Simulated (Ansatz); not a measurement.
Ideal-gas functions of BH₄NS, SMILES `NBS` at 298.15 K and 1 bar, from an Ansatz frequency run at PBE0-D4/def2-TZVP.

Molar mass 60.92 g/mol, point group Cs (symmetry number 1), electronic degeneracy 1, moments of inertia 10.945, 95.172, 106.117 u Å². Harmonic wavenumbers (cm⁻¹, unscaled): 307, 317, 506, 577, 693, 810, 883, 944, 1142, 1354, 1638, 2643, 2739, 3624, 3723.

Use S(trans) = R[1.5 ln M + 2.5 ln T − 1.1517]; rotational temperatures θ = 24.2544 K / I; S(rot) = R[ln(√π/σ · √(T³/θAθBθC)) + 1.5]; for each mode x = 1.438777 ν̃/T, S = R[x/(eˣ − 1) − ln(1 − e⁻ˣ)] and H = RT x/(eˣ − 1); 1 cm⁻¹ = 0.0119627 kJ/mol; R = 8.31446 J/(mol·K).

Problem. By hand: the entropy, in J/(mol·K).

Solution. Translation 160.1. Rotation: θ = 2.216, 0.2548, 0.2286 K, giving 96.8. Vibration, mode by mode: 5.77, 5.55, 2.69, 2.05, 1.32, 0.83, 0.63, 0.49, 0.22, 0.09, 0.03, 0.00, 0.00, 0.00, 0.00, in all 19.7. Electronic 0.0. Sum 276.6 J/(mol·K).

Problem. By hand: H − E and G − E in kJ/mol, counted from the electronic energy.

Solution. Zero-point energy ½ × 21900 × 0.0119627 = 131.0; thermal vibration 4.0; translation, rotation and pV give 4 RT = 9.9. H − E = 144.9 kJ/mol, and G − E = 144.9 − 298.15 × 276.6/1000 = 62.4 kJ/mol.

Vibration gives 7 % of the entropy. The sum counts one conformer and one mirror image; others add a mixing term.
